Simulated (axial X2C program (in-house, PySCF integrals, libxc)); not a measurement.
## Density and ELF of AlF⁻

Computed with an in-house relativistic program for diatomic molecules. Two-component (2c) means X2C with spin–orbit coupling and atomic mean-field two-electron Coulomb and Gaunt terms. Basis: Al dyall-av3z [9s9p3d2f], F dyall-av3z [7s6p3d2f] (cores contracted in-house); Gaussian nuclei, density fitting, unrestricted open shells. Masses: Al 26.982 u, F 18.998 u.

PBE0, with spin–orbit coupling, state Ω = 1/2 (⟨Sz⟩ = -0.50, ⟨Lz⟩ = 1.00 at PBE0); Al at z = 0, F at z = 1.718 Å.

The maps cover the half plane through the axis: z from -2.4 to 3.6 Å along the bond, ρ from 0.15 to 2.25 Å away from it.

log10 of the density in e/bohr³:

```
 ρ\z  -2.4  -1.8  -1.2  -0.6   0.0   0.6   1.2   1.8   2.4   3.0   3.6
0.15  -2.9  -2.2  -1.7  -0.9   1.0  -0.9  -0.3   0.5  -0.8  -2.1  -3.3
0.45  -3.0  -2.3  -1.7  -1.3  -0.2  -1.3  -0.7  -0.2  -1.1  -2.3  -3.4
0.75  -3.0  -2.4  -1.8  -1.5  -1.3  -1.6  -1.2  -0.9  -1.5  -2.5  -3.6
1.05  -3.1  -2.5  -2.0  -1.7  -1.7  -1.8  -1.7  -1.6  -2.0  -2.9  -3.8
1.35  -3.2  -2.7  -2.2  -1.9  -1.9  -2.1  -2.2  -2.2  -2.6  -3.2  -4.0
1.65  -3.3  -2.8  -2.4  -2.2  -2.2  -2.4  -2.6  -2.7  -3.0  -3.6  -4.3
1.95  -3.5  -3.0  -2.7  -2.4  -2.4  -2.6  -2.9  -3.2  -3.5  -3.9  -4.5
2.25  -3.6  -3.2  -2.9  -2.7  -2.7  -2.9  -3.2  -3.5  -3.8  -4.2  -4.6
```

Electron localisation function (collinear form, no current term, damped to 0 at low density):

```
 ρ\z  -2.4  -1.8  -1.2  -0.6   0.0   0.6   1.2   1.8   2.4   3.0   3.6
0.15  0.38  0.91  0.94  0.13  0.38  0.08  0.84  0.14  0.81  0.31  0.02
0.45  0.34  0.89  0.95  0.07  0.73  0.04  0.79  0.85  0.75  0.26  0.02
0.75  0.27  0.85  0.96  0.48  0.06  0.10  0.61  0.78  0.59  0.17  0.01
1.05  0.19  0.79  0.96  0.94  0.54  0.19  0.30  0.53  0.36  0.09  0.00
1.35  0.13  0.67  0.93  0.97  0.88  0.26  0.11  0.22  0.16  0.03  0.00
1.65  0.09  0.51  0.86  0.94  0.88  0.32  0.05  0.06  0.04  0.01  0.00
1.95  0.06  0.35  0.74  0.87  0.81  0.36  0.04  0.01  0.01  0.00  0.00
2.25  0.04  0.22  0.56  0.74  0.69  0.33  0.04  0.01  0.00  0.00  0.00
```

Axial spin density in 10⁻³ e/bohr³:

```
 ρ\z  -2.4  -1.8  -1.2  -0.6    0.0   0.6   1.2    1.8   2.4  3.0  3.6
0.15   0.1   0.5   1.6   1.2  -21.7   0.1   0.0  -10.0   0.1  0.0  0.0
0.45   0.1   0.3   0.9   0.2    0.1  -0.4   0.1   -3.1  -0.1  0.0  0.0
0.75   0.0   0.1  -0.1  -1.6   -2.5  -1.2   0.1   -0.3   0.0  0.0  0.0
1.05  -0.1  -0.2  -0.8  -2.5   -3.4  -1.6  -0.1    0.1   0.0  0.0  0.0
1.35  -0.1  -0.3  -1.0  -2.4   -2.9  -1.5  -0.3    0.0   0.0  0.0  0.0
1.65  -0.1  -0.4  -0.9  -1.9   -2.1  -1.2  -0.3    0.0   0.0  0.0  0.0
1.95  -0.2  -0.4  -0.8  -1.3   -1.4  -0.9  -0.3   -0.1   0.0  0.0  0.0
2.25  -0.2  -0.3  -0.6  -0.9   -1.0  -0.6  -0.3   -0.1   0.0  0.0  0.0
```

Occupations by symmetry block were frozen at the best pattern of an incomplete PBE0 search. Density functionals use the spin component along the axis (collinear). The highest occupied level is positive at some bond lengths even in Hartree–Fock (under at least one Hamiltonian), so the basis set holds the extra electron there; where that holds at Re the anion is at best weakly bound and its constants depend on the basis. PBE0 can misorder states that lie within some tenths of an eV, so this need not be the ground state of the molecule. The nearest other 2c determinant of the search, Ω = 3/2, lies 0.00 eV up at the distance of the search. The functionals have no current-density term, which raises determinants with orbital currents, atoms included.
